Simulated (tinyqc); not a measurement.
Inside a calculation. Method: UHF in the sto-3g basis, for H2O, spin multiplicity 1. One step of it, computed by the program tinyqc.

Task: Orthogonalisation. S = U s U^T; symmetric (Loewdin) form X = U s^(-1/2) U^T, so that X^T S X = 1.

overlap S:
```
,1O 1s,1O 2s,1O 2px,1O 2py,1O 2pz,2H 1s,3H 1s
1O 1s,1.000000,0.236704,0.000000,0.000000,0.000000,0.045981,0.045981
1O 2s,0.236704,1.000000,0.000000,0.000000,0.000000,0.431696,0.431696
1O 2px,0.000000,0.000000,1.000000,0.000000,0.000000,0.000000,0.000000
1O 2py,0.000000,0.000000,0.000000,1.000000,0.000000,0.307015,-0.307015
1O 2pz,0.000000,0.000000,0.000000,0.000000,1.000000,0.205037,0.205037
2H 1s,0.045981,0.431696,0.000000,0.307015,0.205037,1.000000,0.190135
3H 1s,0.045981,0.431696,0.000000,-0.307015,0.205037,0.190135,1.000000
```

Give: eigenvalues of S; X.

Result:

eigenvalues of S: 0.3878  0.4605  0.8927  1.0000  1.0872  1.3494  1.8224

X:
```
,1O 1s,1O 2s,1O 2px,1O 2py,1O 2pz,2H 1s,3H 1s
1O 1s,1.0240,-0.1403,0.0000,0.0000,-0.0082,0.0209,0.0209
1O 2s,-0.1403,1.2015,0.0000,0.0000,0.0834,-0.2609,-0.2609
1O 2px,0.0000,0.0000,1.0000,0.0000,0.0000,0.0000,0.0000
1O 2py,0.0000,0.0000,0.0000,1.1017,0.0000,-0.2117,0.2117
1O 2pz,-0.0082,0.0834,0.0000,0.0000,1.0388,-0.1217,-0.1217
2H 1s,0.0209,-0.2609,0.0000,-0.2117,-0.1217,1.1663,-0.0665
3H 1s,0.0209,-0.2609,0.0000,0.2117,-0.1217,-0.0665,1.1663
```
